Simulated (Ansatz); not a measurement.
# CH2N2: ionisation energy by level of theory

An exercise on one series of results from a longer session: the logs are not shown, and one member is left open.

The runs use Ansatz 0.2.0, Gaussian basis; unrestricted cation, the program's frozen cores in correlated methods.

Plan: UKS PBE-D4/def2-TZVPP; UKS r2SCAN-D4/def2-TZVPP; UKS PBE0-D4/def2-TZVPP; UKS B3LYP-D4/def2-TZVPP; UKS wB97X-V/def2-TZVPP; UKS wB97M-V/def2-TZVPP; UKS B2PLYP/def2-TZVPP; UHF-CCSD(T)/def2-TZVPP; UHF-MP2/def2-QZVPP; extrapolation to the limit; then −ε(HOMO) from the neutral's earlier runs with LDA (SPW92), PBE-D4, revPBE-D4, BLYP-D4, r2SCAN-D4, B97M-V, PBE0-D4, B3LYP-D4, r2SCANh-D4, r2SCAN0-D4, HSE06-D4, BHLYP-D4, CAM-B3LYP-D4, LC-ωPBE, ωB97X-V, ωB97M-V.

### Structure used throughout

An earlier PBE0-D4 in a triple-zeta def2 set relaxation fixed the geometry.

SMILES `N#CN`, 5 atoms, charge 0, spin multiplicity 1.

Atoms are counted from 1 here; the program's logs count them from 0.

Bond lengths: N1–C2 1.154 Å, C2–N3 1.335 Å, N3–H4 1.009 Å, N3–H5 1.009 Å. Angles: N1–C2–N3 177.4°, C2–N3–H4 115.2°, C2–N3–H5 115.2°, H4–N3–H5 113.6°.

The first run:

Input file in.yaml:

```yaml
crystal:
  periodic: [false, false, false]
  atoms:
    - {symbol: N, position_ang: [0.456484, -1.285643, 1.337247]}
    - {symbol: C, position_ang: [0.226273, -0.538662, 0.488084]}
    - {symbol: N, position_ang: [0.002624, 0.299221, -0.526994]}
    - {symbol: H, position_ang: [-0.889172, 0.190793, -0.985534]}
    - {symbol: H, position_ang: [0.253692, 1.260691, -0.354203]}
basis:
  gaussian: {orbitals: def2-TZVPP}
total_charge: 1
magnetization: {spin_polarized: true, initial_magnetization: 1}
hamiltonian: {xc: pbe, dispersion: d4}
```

Started as:

```sh
$ ansatz run in.yaml --threads 2 --pin off --events-out ev --progress --plain --max-ram 4352MiB
```

Among the steps run: Cation, UKS PBE-D4/def2-TZVPP; Cation, UKS r2SCAN-D4/def2-TZVPP; Cation, UKS PBE0-D4/def2-TZVPP; Cation, UKS B3LYP-D4/def2-TZVPP; Cation, UKS wB97X-V/def2-TZVPP; Cation, UKS wB97M-V/def2-TZVPP; Cation, UKS B2PLYP (frozen core)/def2-TZVPP; Cation, UHF-CCSD(T)/def2-TZVPP; Cation, UHF-MP2/def2-QZVPP.

One of the session's tables, all rows but one given; the rest of the session is left out.

Orbital estimates, from the neutral's runs:

```
  functional  −ε(HOMO) (eV)
 LDA (SPW92)           6.82
      PBE-D4           6.63
   revPBE-D4           6.56
     BLYP-D4           6.51
   r2SCAN-D4           6.91
      B97M-V           6.94
     PBE0-D4           8.02
    B3LYP-D4              ?
  r2SCANh-D4           7.43
  r2SCAN0-D4           8.22
    HSE06-D4           7.62
    BHLYP-D4           9.32
CAM-B3LYP-D4           9.44
     LC-ωPBE          10.83
     ωB97X-V          10.43
     ωB97M-V          10.32
```

Estimate the missing values for B3LYP-D4.

Worked estimate for «−ε(HOMO) (eV)». Against the share of exact exchange, BLYP-D4 (0, 6.51), BHLYP-D4 (0.5, 9.32) give a slope of 5.62 per unit share; at 0.2 the line stands at 7.63.

As computed: −ε(HOMO) (eV): 7.79. In «−ε(HOMO) (eV)» the line misses by -0.16.
